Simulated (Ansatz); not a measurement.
Question: Name a neutral molecule of C, N, S and H with LUMO energy (ωB97M-V/def2-TZVPP) between 2.00 and 2.30 eV and LUMO energy (PBE0/def2-TZVPP) between 0.25 and 0.55 eV (Ansatz, PBE0-D4/def2-TZVP geometry).

Answer: `CSC(=N)N` (2.04 eV, 0.35 eV); `NCS` (2.05 eV, 0.40 eV); `N/C=C\S` (2.25 eV, 0.27 eV); `CNCS` (2.18 eV, 0.44 eV); `NCCS` (2.23 eV, 0.52 eV); `CC(N)S` (2.11 eV, 0.47 eV). Other molecules can fit too; these were computed, each in one conformer that needn't be the lowest.
